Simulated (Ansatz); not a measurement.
A nudged elastic band was laid between two geometries of CH₂ClMg (5 atoms, charge -1, multiplicity 1).

These are results of Ansatz 0.2.0, RHF/def2-TZVP, not measurements.

| Property | Result |
| --- | --- |
| movable images | 5 |
| climbing image | yes |
| spring | 5.0 eV/Å² |
| optimiser | quadratic models (default) |
| start path | through a guess of the saddle point |
| force threshold | 0.03 eV/Å |
| iteration limit | 60 |
| end points | relaxed |

Image 0:

```xyz
5
Properties=species:S:1:pos:R:3
C -0.598 0.676 -0.475
Mg 0.564 -0.644 0.455
Cl 2.392 -1.795 1.261
H -1.179 0.371 -1.345
H -1.179 1.393 0.105
```

Image 6:

```xyz
5
Properties=species:S:1:pos:R:3
C -0.849 0.461 -0.324
Mg 0.812 -0.430 0.310
Cl 2.292 -1.882 1.318
H -1.126 0.415 -1.377
H -1.129 1.437 0.073
```

Question: What changes between the two ends?

Answer: No bond is made or broken. The height of C1 over the plane of its neighbours goes from 0.25 to -0.25 Å. The two ends are copies of one structure, up to a mirror image or an exchange of like atoms. The height can change sign by an inversion or by a turn that exchanges like atoms.

Question: Give the energies along the band, and the barrier.

Answer: The forces met the threshold. The highest image is number 5 of 0 to 6, 0.014 eV above the ends, which have the same energy within 2 meV. A vibrational analysis at the climbing image gives one clearly imaginary mode, 122i cm⁻¹: a first-order saddle point. Limits of this set-up: an anion without diffuse functions.

```tsv
image	path coordinate (Å)	energy (eV)	height of C1 over the plane of its neighbours (Å)
0	0.00	0.000	0.25
1	0.05	0.002	0.21
2	0.11	0.005	0.16
3	0.16	0.010	0.11
4	0.22	0.013	0.06
5	0.27	0.014	0.00
6	0.55	0.000	-0.25
```

Question: What is the geometry of the highest image?

Answer: 
```xyz
5
Properties=species:S:1:pos:R:3
C -0.717 0.562 -0.398
Mg 0.694 -0.546 0.382
Cl 2.351 -1.844 1.300
H -1.171 0.398 -1.371
H -1.157 1.430 0.088
```

Question: What are the harmonic wavenumbers there?

Answer: 122i, 135, 340, 345, 479, 741, 1421, 3131, 3188 cm⁻¹.

The band took 10 iterations and about 60 core-seconds.

Time of the run: 31 s on 2 threads of INTEL(R) XEON(R) PLATINUM 8581C CPU @ 2.10GHz (Emerald Rapids), with other jobs on the host, peak memory 0.21 GiB.
